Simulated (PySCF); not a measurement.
# Ionisation energy of N by level of theory

N [He] 2s2 2p3 (4S) → N⁺ [He] 2s2 2p2 (3P), as a difference of total energies. Computed with PySCF 2.14 in def2-SVP (3s2p1d, 14 functions), with the non-relativistic Hamiltonian (point nucleus). Correlated levels: valence: 1s2 frozen. The calculations carry no spin-orbit coupling.

| method | ionisation energy (eV) | error (eV) |
| --- | --- | --- |
| UHF | 14.038 | -0.507 |
| PBE | 14.716 | +0.171 |
| M06-L | 14.850 | +0.305 |
| MP2 (valence) | 14.455 | -0.090 |
| SCS-MP2 (valence) | 14.244 | -0.301 |
| CCSD (valence) | 14.279 | -0.266 |
| CCSD(T) (valence) | 14.276 | -0.269 |

Reference: 14.545 eV (measured; NIST levels, between the centres of gravity of the two terms).

Errors of the correlated levels include the incompleteness of this basis and the frozen core.
